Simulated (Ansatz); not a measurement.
# A small benchmark: atomisation enthalpy at 298 K

10 molecules with nitrogen; the atomisation enthalpy at 298 K in kJ/mol, computed less measured. Shapes, held fixed at every level: PBE0-D4/def2-TZVP. Flexible molecules stand in one conformer, not always the lowest. Thermal terms are harmonic and unscaled (PBE0-D4/def2-TZVP); the spin-orbit lowering of the free atoms is taken from their spectra. Programs: Ansatz 0.2.0. Measured values: Active Thermochemical Tables, NIST-JANAF tables.

Levels: A = SPW92/def2-TZVPP; B = MP2/def2-TZVPP; C = BCCD(T)/STO-3G; D = CCSD(T)/def2-TZVPP.

```
                    molecule  from tabulated heats     A    B     C    D
               N2 (nitrogen)                   945  +162   +1  -411  -50
      HCN (hydrogen cyanide)                  1278  +197   -2  -178  -50
     NOF (nitrosyl fluoride)                   867  +366  +35  -437  -38
N2H (dinitrogen monohydride)                   913  +227  -59  -385  -54
         N2O (nitrous oxide)                  1112  +381  +33  -647  -73
  NF3 (nitrogen trifluoride)                   843  +443   +7  -295  -62
          CH3N (methanimine)                  1755  +269  -39  -167  -56
   N2H3 (hydrazinyl radical)                  1374  +297  -65  -377  -64
        H3NO (hydroxylamine)                  1419  +293  -38  -331  -58
            N2H4 (hydrazine)                  1721  +316  -67  -373  -73
```

Q: Which level does best on this set, which worst, and which err to one side?

A: 
```tsv
level	kind	mean error	mean absolute error	worst case
SPW92/def2-TZVPP	LDA	+295.1	295.1	NF3
MP2/def2-TZVPP	perturbation theory	-19.4	34.6	N2H4
BCCD(T)/STO-3G	coupled cluster or CI	-360.1	360.1	N2O
CCSD(T)/def2-TZVPP	coupled cluster or CI	-57.8	57.8	N2O
```

On this set MP2/def2-TZVPP has the smallest mean absolute error and BCCD(T)/STO-3G the largest. SPW92/def2-TZVPP is too high in 10 of 10; BCCD(T)/STO-3G is too low in 10 of 10; CCSD(T)/def2-TZVPP is too low in 10 of 10. The heats of NF3 come from older tables and can be uncertain by 10 kJ/mol or more. The tabulated value of NOF is in doubt (older tables, estimates, or at odds with other calculations) and kept here. Over the 9 molecules whose values aren't doubted the mean absolute errors are A 287.2; B 34.6; C 351.6; D 60.0. Rows in very small basis sets show the basis more than the method. Correlated wave functions converge slowly with the basis. Spin contamination: N2H (⟨S²⟩ up to 0.92). Open shells run unrestricted. The set is small.
